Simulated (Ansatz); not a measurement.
A made-up structure of B2H2Cl, doublet:

B1  (0.720, -0.029, 0.039)
B2  (-2.511, 0.103, -0.135)
Cl3  (-0.840, 0.035, -0.045)
H4  (1.275, -1.090, 0.027)
H5  (1.357, 0.981, 0.115)
(Å)

It is relaxed with PBE-D4/def2-SVP and then PBE0-D4/def2-TZVP (Ansatz 0.2.0). Atoms count as bonded within 1.22 times the sum of their covalent radii (H–H: 0.88 Å). The end point is not checked to be a true minimum.

Task: Does its bonding change? (A judgement: the text doesn't fix the answer.)

Result: Computed: Yes. Formed: B1–B2; broken: B1–Cl3.

Where it ends: The first stage lowers the energy by 1.46 eV in 18 steps. It ends as B₂H₂Cl ([BH2][B][Cl]):
```
5
angstrom
B 0.6246 -0.3228 -0.1614
B -0.7286 0.3781 0.1873
Cl -2.1788 1.1285 0.5616
H 0.9176 -1.3516 0.3762
H 1.3652 0.1679 -0.9637
```

Labels in which every atom is bracketed show which atoms are joined, not bond orders.

For scale, one of the runs: PBE0-D4/def2-TZVP relaxation, 111 basis functions, launched by `ansatz run in.yaml --threads 2 --pin off --events-out ev --progress --plain --max-ram 4352MiB`. The run took about 3.1 min on 2 CPU threads of an Arm Neoverse V2 (shared host).
